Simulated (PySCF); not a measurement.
## CH₃: PBE0 against B3LYP

Base calculation in PySCF with density fitting and no spin–orbit coupling, PBE0/def2-TZVP (no relativity): doublet, D3h, C–H 1.080 Å (×3); wavenumbers 526, 1401 (×2), 3130, 3314 (×2) cm⁻¹; polar-tensor charge of C -0.15 e, atomisation energy (no zero-point energy) 1288 kJ/mol.

**Question.** What changes on going to B3LYP/def2-TZVP (no relativity)?

**Answer.** The point group stays the same. Changes: mean bond to C -0.001 Å, highest wavenumber -23 cm⁻¹, lowest wavenumber +11 cm⁻¹, polar-tensor charge of C +0.01 e, atomisation energy (no zero-point energy) +6 kJ/mol. The new structure has C–H 1.079 Å (×3), with wavenumbers 537, 1410 (×2), 3115, 3291 (×2) cm⁻¹.

Each species is the lowest minimum found with this bonding; other isomers or fragments can lie lower.
